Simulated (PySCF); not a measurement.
We consider diamond, described by CCSD(T) (PySCF, GTH pseudopotentials, Gaussian basis).

Computed at the level's own relaxed cell.

Question: Predict the lattice constant a, volume per atom, pressure derivative B′ of the bulk modulus, bulk modulus B0 and cohesive energy.

Answer: 
lattice constant a: 3.552 Å ± 0.02
volume per atom: 5.60 Å³/atom
pressure derivative B′ of the bulk modulus: 3.8
bulk modulus B0: 450 GPa ± 10
cohesive energy: 7.69 eV/atom ± 0.1

Measured, for comparison: lattice constant a 3.553 Å (static lattice: zero-point anharmonic expansion removed, our sources range from 3.543 to 3.555; as tabulated in Mejia-Rodriguez and Trickey (2018), arXiv:1807.09216); equilibrium volume per atom 5.61 Å³/atom (static lattice: zero-point anharmonic expansion removed; as tabulated in Mejia-Rodriguez and Trickey (2018), arXiv:1807.09216); bulk modulus 455 GPa (0 K value with the zero-point phonon effect removed; as tabulated in Mejia-Rodriguez and Trickey (2018), arXiv:1807.09216); cohesive energy 7.55 eV/atom (static lattice: zero-point vibration energy added; as tabulated in Mejia-Rodriguez and Trickey (2018), arXiv:1807.09216). Computed (rounded) less measured: lattice constant a 0.0 % (inside the range of the sources held), equilibrium volume per atom -0.2 %, bulk modulus -1 %, cohesive energy +0.14 eV/atom.

A ± is a rough bar: the spread of an extrapolation, a floor set from checks against published values, or a statistical error.

The computed numbers hold no vibrational or temperature effects.
